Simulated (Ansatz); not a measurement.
# H₂O⁺, doublet in cc-pVDZ: errors against full CI

Geometry: a point of a stretch scan, not a stationary point.

```xyz
3

O     0.0000   -0.0714    0.0096
H     0.0000    0.6269   -0.9835
H     0.0000    0.5060    0.8308
```

Basis cc-pVDZ; Ansatz 0.2.0. Correlated methods freeze the noble-gas cores, which leaves 7 electrons in 23 orbitals. Prefix R: restricted or restricted open-shell reference; prefix U: unrestricted. Active spaces: pair = (3e, 3o) about the gap; valence = (7e, 6o) chosen from the atoms' valence shells.

Full CI is exact within this basis and frozen core; it isn't the basis-set limit. The frozen core follows each run's orbitals, which can shift R against U totals by a few meV.

For open shells CISD is restricted-active-space CI with the open shells as a complete middle space.

- UHF ⟨S²⟩: 0.763
- T1 diagnostic (RCCSD): 0.0166
- largest doubles amplitude (RCCSD): 0.040
- T1 diagnostic (UCCSD): 0.0120

```
   level  E − E(RHF) (eV)
     UHF          -0.1380
    RMP2          -4.4558
    UMP2          -4.4550
   RCCSD          -4.9339
   UCCSD          -4.9357
RCCSD(T)          -5.0059
UCCSD(T)          -5.0065
```

Problem. Estimate how far full CI in cc-pVDZ lies from RCCSD(T). The table doesn't fix it; the size of (T) and the diagnostics are the guide.

Solution. Full CI in cc-pVDZ lies 0.38 kcal/mol below RCCSD(T), which is 23 % of the (T) step (-1.66 kcal/mol). The diagnostics are small and one determinant leads, so the series closes fast and only a small part of (T) is left.

The other levels:

```csv
level,E − E(full CI) (kcal/mol),share of correlation (%),wall time
CISD,5.66,95.11,0.21 s
BCCD(T),0.39,99.66,0.36 s
RCCSDT,0.19,99.83,–
UCCSDT,0.18,99.85,–
RCCSDT(Q),0.01,99.99,1.8 s
UCCSDT(Q),-0.01,100.01,1.5 s
CASSCF (pair space),97.51,15.81,–
NEVPT2 (pair space),9.97,91.39,0.09 s
MRCISD (pair space),3.89,96.64,–
MRCISD+Q (pair space),0.10,99.92,0.21 s
CASSCF (valence space),75.93,34.44,–
NEVPT2 (valence space),11.75,89.86,0.12 s
MRCISD (valence space),2.21,98.09,–
MRCISD+Q (valence space),0.05,99.95,0.3 s
```

The correlation energy at full CI, counted from RHF, is -5.022 eV. That run took 35 s on 1 thread of AMD EPYC 9B45, shared host over 7,840,360 determinants.

Times hold each run's SCF and search for its determinant on a shared host, so for small cases they say little of a method's own cost; they ran on 1 thread of AMD EPYC 9B45.

The full-CI state has the irrep A'' of Cs, in the program's axes.

Natural occupations of full CI about the gap: 1.980 1.965 1.951 0.994 0.041 0.027 0.010 0.007 0.005 0.005; effectively unpaired electrons, Σ n²(2−n)², 1.03.
